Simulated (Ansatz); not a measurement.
`FCOC(F)Cl` → `[CH]F` + `OC(F)Cl`  (formal loss of a carbene)

Program: Ansatz. Geometries: PBE0-D4/def2-TZVP. ΔE: electronic, gas phase. CBS: MP2 limit from def2 TZ/QZ plus the TZ coupled-cluster correction, frozen cores. This one scheme is used for every species. DFT in def2-TZVPP. Each species was taken in one conformer, which may not be the lowest.

```tsv
level	ΔE (eV)
revPBE-D4	3.57
r2SCAN-D4	3.78
r2SCAN0-D4	3.83
PBE-QIDH	3.82
```

(1) What does CCSD(T)/CBS give? (Estimate.)

Largest T1 diagnostic among the species: 0.018.

## Answers

(1) Computed: +3.55 eV. The listed levels differ from it by 0.02, 0.23, 0.28, 0.27 eV.

In def2-TZVPP, CCSD(T) changes the Hartree–Fock value by +0.34 eV (the triples alone add +0.03 eV) and MP2 by +0.59 eV. From PBE to PBE0 (25 % exact exchange), in def2-TZVPP and without D4, ΔE moves by +0.10 eV. The D4 term adds +0.10 eV with B3LYP and +0.05 eV with PBE0; it sums over pairs of atoms, weighted by their polarisabilities, and B3LYP, whose exchange is more repulsive, gets the larger term.

CCSD(T)/CBS has its own doubt, a few kJ/mol and more with outer-core shells, so smaller differences from it don't rank the levels.

B3LYP here is the variant with VWN-RPA as its local correlation; programs differ in this.
